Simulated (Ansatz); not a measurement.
`C=CCF`, relaxed with RKS PBE0-D4/def2-TZVP in Ansatz from a PBE-D4/def2-SVP geometry. The force threshold is 0.005 eV/Å; the program also tests the step.

Charge 0, multiplicity 1.

Start:

```xyz
9

C    -0.926    0.905    0.567
C    -0.234   -0.239    0.437
C     0.750   -0.513   -0.657
F     1.947   -0.992   -0.134
H    -1.668    1.045    1.369
H    -0.781    1.747   -0.130
H    -0.389   -1.069    1.150
H     0.349   -1.290   -1.350
H     0.953    0.406   -1.252
```

(1) How much energy does the relaxation release, and in how many steps? (Estimate.)

(2) Which bonds change most? (Estimate.)

(3) Give the relaxed structure. (Estimate.)

## Answers

(1) Ansatz gave: 0.05 eV, in 9 steps, 1 of them rejected.

(2) The calculation gave: C3–H8 from 1.116 to 1.096 Å; C3–H9 from 1.113 to 1.094 Å; C1–C2 from 1.343 to 1.324 Å; C2–H7 from 1.105 to 1.087 Å.

(3) Computed: 
```xyz
9

C    -0.905    0.896    0.568
C    -0.250   -0.247    0.430
C     0.727   -0.508   -0.659
F     1.939   -0.928   -0.129
H    -1.636    1.042    1.354
H    -0.735    1.728   -0.108
H    -0.423   -1.070    1.119
H     0.375   -1.307   -1.321
H     0.908    0.393   -1.252
```
